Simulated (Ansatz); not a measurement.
The first iterations of a band of C₂H₂O₂ (6 atoms, charge 0, multiplicity 1).

Method: Ansatz 0.2.0, UKS LDA/def2-SVP.

```
movable images  : 8
climbing image  : no
spring          : 5.0 eV/Å²
optimiser       : quadratic models (default)
start path      : through a guess of the saddle point
force threshold : 0.05 eV/Å
iteration limit : 60
end points      : relaxed
```

Image 0:

```xyz
6
Properties=species:S:1:pos:R:3
O 1.145 -0.320 -1.270
C 0.529 0.312 -0.449
C -0.515 -0.333 0.434
O -1.131 0.298 1.254
H 0.664 1.422 -0.258
H -0.650 -1.443 0.242
```

Image 9:

```xyz
6
Properties=species:S:1:pos:R:3
O 1.219 0.510 -0.501
C -0.057 0.364 -0.496
C -0.656 -0.432 0.535
O -1.153 -0.055 1.581
H 1.487 1.047 -1.285
H -0.797 -1.498 0.119
```

| iteration | highest image above the first end (eV) | largest band force component (eV/Å) |
| --- | --- | --- |
| 1 | 4.409 | 14.292 |
| 2 | 3.619 | 2.041 |
| 3 | 3.607 | 2.619 |
| 4 | 3.411 | 2.227 |
| 5 | 3.372 | 0.866 |

Problem. Does the band converge within its limit, and where does its top end?

Solution. The run converged. It ended after 15 iterations with the highest image 3.264 eV above the first end. Neighbouring images differ by up to 1.6 eV, so the band resolves the path poorly. No image climbed, so the highest image needn't sit at the top of the path. The orbitals stay closed-shell, which can raise the energy where a bond breaks towards radicals; this wasn't checked here.

The run took 120 s on 2 threads of Arm Neoverse V1, on a shared host, peak memory 0.13 GiB.
